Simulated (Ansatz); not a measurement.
bcc Na was calculated with PBEsol (PAW; Ansatz, a first-principles code).

Settings: plane-wave cutoff 520 eV, 18×18×18 k mesh, Fermi–Dirac smearing 0.1 eV, perturbation theory, force constants from a 6×6×6 q mesh, scalar-relativistic PAW data made under PBE.

Computed at the level's own relaxed cell.

Space group Im-3m (No. 229); a = b = c = 4.1709 Å, α = β = γ = 90.00°

```
atom  site  symmetry       x       y       z
----  ----  --------  ------  ------  ------
Na      2a      m-3m  0.0000  0.0000  0.0000
```
(The calculation used a cell of 1 atom; values per cell refer to that cell.)

Harmonic phonon frequencies (cm⁻¹; i marks an imaginary mode):

```tsv
q point	frequencies
N	29 88 132
H	(withheld)
```

Complete the blanks.


- H, frequencies: 126 126 126

No imaginary mode appears at these points.
